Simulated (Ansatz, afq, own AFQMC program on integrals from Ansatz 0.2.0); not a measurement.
AFQMC on a folder of integrals that Ansatz 0.2.0 wrote.

```yaml
crystal:
  periodic: [false, false, false]
  atoms:
    - {symbol: P, position_ang: [0.000000, 0.000000, 1.935800]}
    - {symbol: Ga, position_ang: [0.000000, 0.000000, -0.192200]}
    - {symbol: H, position_ang: [0.000000, 0.000000, -1.743600]}
basis:
  gaussian: {orbitals: cc-pVDZ}
magnetization: {spin_polarized: true, initial_magnetization: 1}
correlation: {method: ccsd_t, electrons: outside_noble_gas, hamiltonian_folder: ham}
```

```sh
$ ansatz run in.yaml --threads 1 --pin off --events-out ev --progress --plain --max-ram 1843MiB
```

afq runs on the folder ham with

```
--method free --trial cisd --walkers 100 --time-step 0.08 --max-blocks 30 --target-error 0.00072 --factor-cut 1e-05 --seed 7917 --times 0.0,0.4,0.8,1.6,2.4 --taylor-order 8
```

Times are imaginary, in 1/Eh. The walk had a cap of 271 s. Filled inner d shells are frozen with the cores.

afq prints:

```
orbitals 31  electrons 5 4  factors 238 of 558
reference energy -2264.49006403 Eh
CCSD correlation -0.17615167 Eh in 13 cycles, weight of the determinant in the CISD state 0.8636
repeat  energy at the last time / Eh  error
    10  -2264.676277  0.000760
    20  -2264.675802  0.000651
    30  -2264.675574  0.000500
time / (1/Eh)  energy / Eh  error  mean overlap
  0.00  -2264.666020  0.000160  1.1562
  0.40  -2264.670709  0.000202  1.1443
  0.80  -2264.672722  0.000267  1.1387
  1.60  -2264.675500  0.000330  1.1025
  2.40  -2264.675574  0.000500  1.1090
energy -2264.675574 +/- 0.000500 Eh
```

The run passed its tests (error under three times the target), which doesn't prove that it has relaxed.

Against this walk (error 13.6 meV) on the same determinant: CCSD(T) 52.5 meV higher, CCSDT(Q) 6.3 meV lower (within the noise). The error is statistical, and a free projection of finite length keeps a remainder of its start.

Cautions: remainder of the start not in the error; no relativity below Rb; no spin-orbit coupling; inner d shell frozen; unrestricted determinant slightly spin contaminated (⟨S²⟩ 0.81 against 0.75); the time-step error isn't removed.

The walk took 80 s on 1 thread of Intel(R) Xeon(R) Platinum 8259CL CPU @ 2.50GHz (Skylake/Cascade Lake), with other jobs on the host. The log's last line is the free-projection energy.

CCSDT and higher add their correlation energy to the determinant of the CCSD(T) run, since their own runs factorise the integrals more tightly (a shift of under 2 meV). A walk keeps the symmetry of its determinant, which the program's search chose and which needn't be the lowest solution, so a lower state of the same spin and another symmetry isn't excluded.
